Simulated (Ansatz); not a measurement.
hcp Hf was calculated with PBEsol (PAW; Ansatz, a quantum-chemistry and plane-wave program).

Settings: plane-wave cutoff 520 eV, 16×16×10 k mesh (along the axes of the cell as run), Fermi–Dirac smearing 0.1 eV, perturbation theory, force constants from a 4×4×2 q mesh, scalar-relativistic PAW data made under PBE.

Computed at the level's own relaxed cell. Harmonic vibrational thermodynamics at fixed volume:

```tsv
T (K)	S_vib (J/K per mol of atoms)	C_V (J/K per mol of atoms)	F_vib (eV/atom)
0	0.00	0.00	0.0190
100	?	?	?
300	?	?	?
700	?	?	?
800	?	?	?
900	?	?	?
1000	?	?	?
```

### Question
What belongs in the gaps?

### Answer

- 100, S_vib (J/K per mol of atoms): 18.85
- 100, C_V (J/K per mol of atoms): 20.71
- 100, F_vib (eV/atom): 0.0111
- 300, S_vib (J/K per mol of atoms): 44.25
- 300, C_V (J/K per mol of atoms): 24.41
- 300, F_vib (eV/atom): -0.0584
- 700, S_vib (J/K per mol of atoms): 65.16
- 700, C_V (J/K per mol of atoms): 24.84
- 700, F_vib (eV/atom): -0.2911
- 800, S_vib (J/K per mol of atoms): 68.48
- 800, C_V (J/K per mol of atoms): 24.87
- 800, F_vib (eV/atom): -0.3604
- 900, S_vib (J/K per mol of atoms): 71.41
- 900, C_V (J/K per mol of atoms): 24.88
- 900, F_vib (eV/atom): -0.4329
- 1000, S_vib (J/K per mol of atoms): 74.03
- 1000, C_V (J/K per mol of atoms): 24.89
- 1000, F_vib (eV/atom): -0.5083

The crystal is taken as a harmonic solid at every temperature: melting, phase changes and thermal expansion are not seen, nor the electrons' share in a metal.
